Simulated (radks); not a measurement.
# C²⁺ in [He] 2s1 3d1: an all-electron calculation

An exercise on one series of results from a longer session: the logs are not shown, and one member is left open.

Program: radks (a radial shooting solver on a logarithmic mesh, Libxc functionals) version 1. Level of theory: scalar-relativistic Kohn-Sham, LDA (Slater exchange, Perdew-Wang correlation), spin-polarised, spherical densities, finite nucleus; open shells are filled with parallel spins first. These are calculated values, not measurements, unless marked.

### What is computed

| Property | Result |
| --- | --- |
| element | carbon (Z = 6) |
| charge | +2 |
| electrons | 4 |
| configuration | [He] 2s1 3d1 |
| nuclear rms radius | 2.4702 fm |

The outer shells:

C²⁺
```
[He] core
2s [↑ ]
3d [↑ ][  ][  ][  ][  ]
```

Set-up of the first run:

Input:

```text
Z 6
configuration [He] 2s1 3d1
relativity scalar-relativistic
functional lda,pw
spin polarised
nucleus finite rms 2.4702 fm
c 137.035999084
```

One table of the session follows, with a row left open; its other results are not shown here.

It belongs to the step «Shells». From the orbitals of this run (lengths in bohr):

| level | <r> | outermost maximum (interpolated) | 90 % within |
| --- | --- | --- | --- |
| 1s up | 0.2711 | 0.175 | 0.486 |
| 1s down | 0.2707 | 0.175 | 0.485 |
| 2s up | 1.303 | 1.09 | 2.01 |
| 2s down | ? | ? | ? |
| 3d up | 3.165 | 2.67 | 4.84 |
| 3d down | 3.663 | 3.10 | 5.61 |

Estimate the missing values for 2s down.

**Answer.** <r>: 1.324; outermost maximum (interpolated): 1.09; 90 % within: 2.06. In the column «<r>» it lies between 2s up (1.303) and 3d up (3.165).
